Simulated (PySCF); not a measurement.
System: rock-salt MgO. Method: PBE (GTH pseudopotentials, Gaussian basis, DZ basis; PySCF).

The same calculation (at the measured cell, 9.347 Å³/atom) with different numerical settings:

| run | k mesh | gap on the mesh (eV) | total energy (eV/atom) | rough time |
|---|---|---|---|---|
| 1 | 2×2×2 | 4.417 | -1080.3408 | 2 core-min |
| 2 | 3×3×3 | 4.639 | -1080.7352 | 3 core-min |
| 3 | 4×4×4 | 4.677 | -1080.7763 | 5 core-min |

In the column total energy (eV/atom) the first row differs from the last by +0.4355 and the next to last by +0.0411.

The last row is no converged limit: other settings stay fixed.
